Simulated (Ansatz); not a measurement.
Working through a relaxed scan of one distance of CH3AlO, SMILES [CH3][Al]=[O]

With Ansatz 0.2.0 through its Python package.

Typed at the interpreter:
```pycon
>>> import ansatz as az
>>> from ase import Atoms
>>> import numpy as np
>>> BASIS_SET = "def2-SVP"
>>> XC = "b3lyp"
>>> VDW = "d3bj"
>>> atoms = Atoms(["C", "Al", "O", "H", "H", "H"], positions=[
...     (-0.41799, 0.50419, -0.31872),
...     (0.72762, -0.87886, 0.55535),
...     (1.62646, -1.96344, 1.24287),
...     (0.05068, 1.49358, -0.2742),
...     (-1.3965, 0.57875, 0.16861),
...     (-0.59026, 0.26579, -1.37391),
... ])
>>> molecule = az.Crystal.molecule_from_ase(atoms)
>>> calculation = (
...     molecule.calculation()
...     .basis(gaussian=BASIS_SET)
...     .functional(XC, dispersion=VDW)
... )
>>> symbols = [site.symbol for site in molecule.cartesian_sites]
>>> pairs = [(0, 1), (0, 3), (0, 4), (0, 5), (1, 2)]
>>> print("held (A)   E (eV)        ", "  ".join(f"{symbols[i]}{i}-{symbols[j]}{j}" for i, j in pairs))
held (A)   E (eV)         C0-Al1  C0-H3  C0-H4  C0-H5  Al1-O2
>>> for length in [1.01, 1.1, 1.18, 1.31, 1.48]:
...     summary = calculation.relax(constraints=[az.DistanceConstraint((0, 5), at=length)], force_tolerance=0.02, max_steps=60).run(threads=1).report
...     xyz = np.array(summary["positions_ang"])
...     print(f"{length:6.2f} {summary['free_energy_ev']:14.5f}  ", "  ".join(f"{np.linalg.norm(xyz[i] - xyz[j]):.3f}" for i, j in pairs))
...
DeckWarning: relax.constraints: the input's atoms, or those drawn, lie off the distances that are held; a relaxation that starts there is brought onto them ahead of its first SCF, by positions alone, [...]
  1.01    -9725.68360   1.945  1.101  1.101  1.010  1.606
  1.10    -9725.84802   1.943  1.102  1.102  1.100  1.606
  1.18    -9725.76128   1.941  1.101  1.101  1.180  1.607
  1.31    -9725.36730   1.937  1.100  1.100  1.310  1.606
  1.48    -9724.67615   1.930  1.099  1.099  1.480  1.606
```

Notes:
- Total energies depend on the basis set; only differences at equal settings carry meaning.
- Warnings are shown shortened and without file and line.
- The energies are electronic: no zero-point or thermal terms, and the basis set is short of its limit.
- b3lyp holds the VWN-RPA fit, as in Gaussian; the form of ORCA and Turbomole is b3lyp5.
- Run time: 44 s on 1 thread of Arm Neoverse V1 (shared host), peak memory 0.2 GiB.

(Lines on the test bed's own set-up are left out of the output.)
